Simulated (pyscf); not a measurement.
This saddle point was located with ωB97X-D3(BJ)/def2-SVP in PySCF.

```xyz
6

Si    -0.8513    -0.2673     0.1176
F     -0.5994     0.0276     1.6981
H     -1.4329    -1.6525    -0.0302
H     -2.3248     0.2867    -0.1725
H      0.4844    -0.5071    -0.5444
H     -0.8420     1.1710    -0.5823
```
Charge 0, spin multiplicity 2.

Surface: doublet, charge 0. Lowest wavenumbers (cm⁻¹): 469i, 311, 476, 684, 687.

Question: Which two sides does it connect, and which bonds change?

Answer: F–SiH₃ + H• ⇌ F–SiH₃ + H•, a substitution at Si read from left to right: H–Si broken and H–Si formed. At CCSD(T)/def2-TZVPP + ΔMP2(QZVPP) it lies +60.5 kJ/mol from the left side and +60.5 kJ/mol from the right (each side as separated species at their lowest minima found). The same reactants have a lower exit, to F–SiH₂• + H₂ (barrier +24.2 kJ/mol at ωB97M-D3(BJ), against +51.7 kJ/mol here). One saddle was located; it need not be the lowest between these sides. The angle at the attacked Si is 67° (front-side attack). The CCSD(T) − MP2 part came from Ansatz, without density fitting, on the same reference.
